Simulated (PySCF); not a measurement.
# How the method moves the HOMO and LUMO of `C#CC(C)(C)C`

C6H10.
Geometry (PBE0-D3(BJ)/def2-SVP, Å), atoms numbered from 1 in this order:
```xyz
16
C6H10 angstrom
C      0.4224    2.3841    1.0460
C      0.2274    1.2890    0.5659
C     -0.0073   -0.0395   -0.0172
C     -1.3316   -0.5988    0.5223
C     -0.0804    0.0882   -1.5457
C      1.1496   -0.9706    0.3736
H      0.5953    3.3548    1.4715
H     -1.3027   -0.6927    1.6178
H     -1.5216   -1.5956    0.0939
H     -2.1734    0.0579    0.2577
H     -0.2552   -0.9007   -1.9983
H      0.8574    0.4941   -1.9525
H     -0.9009    0.7563   -1.8461
H      1.2244   -1.0683    1.4667
H      2.1091   -0.5855   -0.0016
H      0.9872   -1.9728   -0.0536
```

Basis pcSseg-1 throughout (PySCF), one geometry. Isolated species at its PBE0-D3(BJ)/def2-SVP geometry, gas phase.

**Question.** How do the orbital energies, the gap and the dipole change with the method?

**Answer.** 
```tsv
method	kind	HOMO (eV)	LUMO (eV)	gap (eV)	μ (D)	SCF cycles
B97-2	global hybrid	-7.37	1.35	8.72	0.71	14
PBE0	global hybrid	-7.64	1.36	9.00	0.70	14
BHandHLYP	global hybrid	-8.70	2.04	10.73	0.67	12
CAM-B3LYP	range-separated hybrid	-9.00	2.20	11.20	0.67	12
wB97X-D	range-separated hybrid	-9.53	3.14	12.67	0.70	12
LC-wPBE	range-separated hybrid	-10.45	3.54	13.99	0.68	12
```

The HOMO spans 3.09 eV, from B97-2 down to LC-wPBE, and the gap runs from 8.72 eV (B97-2) to 13.99 eV (LC-wPBE). Over the methods B97-2 (21 %), PBE0 (25 %), BHandHLYP (50 %), a straight line through the gap against the share of exact exchange rises by 0.70 eV for each 10 % (correlation coefficient 1.000). The dipole ranges from 0.67 D (CAM-B3LYP) to 0.71 D (B97-2). This basis has no diffuse functions.

Reference dipole: 0.66 D (measured, gas; NIST CCCBDB Release 22 (SRD 101), experimental dipoles); nearest here: CAM-B3LYP (0.67 D) and BHandHLYP (0.67 D). 

The vertical ΔSCF ionisation energy at CAM-B3LYP/def2-SVPD is 9.98 eV; −ε(HOMO) comes closest to it with wB97X-D (9.53 eV).
